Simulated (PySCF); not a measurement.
PS₂⁺, singlet: structure and spectrum

These are results of PBE0/[P def2-TZVP, S def2-TZVP], no relativity, density fitting, PySCF, not measurements.

The structure is a minimum.

```xyz
3
charge 1 multiplicity 1, angstrom
P     0.0000    0.0000    0.0000
S     0.0000    0.0000    1.8355
S     0.0000    0.0000   -1.8355
```

* Point group: D∞h
* Bond lengths: P–S 1.835 Å (×2)
* Bond angles: S–P–S 180.0°
* Principal quadrupole moments (Buckingham, traceless) about the centre of mass: -7.90, -7.90, 15.80 D Å
* Dipole moment about the centre of mass: 0.00 D
* Entropy at 298.15 K and 1 bar: 254.9 J/(mol K)
* Heat capacity Cp at 298.15 K: 50.6 J/(mol K)
* Enthalpy at 298.15 K above 0 K: 12.25 kJ/mol
* Rotational constants: 0.07825 cm⁻¹
* Highest occupied level: -14.82 eV
* Lowest empty level: -9.05 eV
* Rotational symmetry number: 2
* Zero-point energy: 11.9 kJ/mol
* Principal polarisabilities: 30.6, 30.6, 94.7 bohr³

Harmonic modes (masses in u: P 30.974, S 31.972):
| symmetry | ω (cm⁻¹) | IR (km/mol, summed over degenerate members) | μ (u) |
| --- | --- | --- | --- |
| πu | 188 | 0.9 | 31.29 |
| σg+ | 587 | 0.0 | 31.97 |
| σu+ | 1021 | 91.5 | 31.29 |

In D∞h the vibrations span πu + σg+ + σu+. The σg+ mode carries no infrared intensity, as symmetry demands. With a centre of inversion only u modes can be infrared active and only g modes Raman active.

Charges (e):
| atom | Mulliken | Löwdin | polar tensor | Mayer order to P1 |
| --- | --- | --- | --- | --- |
| P1 | 0.58 | 0.16 | 0.86 | – |
| S2,3 | 0.21 | 0.42 | 0.07 | 2.30 |
Other Mayer orders above 0.3: S–S 0.34.

Mulliken populations on P1: s 5.27, p 8.66, d 0.45, f 0.04.

Outer orbital energies (eV). occupied: -29.80, -27.83, -21.08, -18.06, -16.96, -16.96, -14.82, -14.82; empty: -9.05, -9.05, -9.00, -2.09.

Counting electrons, phosphorus keeps none of its valence electrons outside its bonds, so the VSEPR class is AX2 and the expected shape is linear (D∞h), as computed.

Other isomers or separated fragments may lie lower.

The final relaxation and frequency run took 12 s on 2 threads of a shared Arm Neoverse V1 host, with 111 basis functions and 5 gradients. Launch command: `OMP_NUM_THREADS=2 python axn.py task.json out`.
